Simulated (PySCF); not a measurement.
Stepwise substitution at one centre (C H-NH2). Gas-phase values, no solvent. One relaxed conformer stands for each flexible species; it need not be the lowest. Strings in code marks are SMILES.

Method: r2SCAN-D4/def2-TZVP (PySCF). All candidates: neutral, multiplicity 1. Delta-SCF ions had no search for a lower state. 

The HOMO–LUMO gap comes out as 6.82 eV, the HOMO is -5.62 eV and the vertical ionisation energy (Delta-SCF) is 9.45 eV.

Say which member has these values.
A. `CN`
B. `NCN`
C. `C`

A, `CN`. The others give `NCN`: 6.23 eV, -5.41 eV, 8.80 eV; `C`: 11.78 eV, -9.81 eV, 14.00 eV
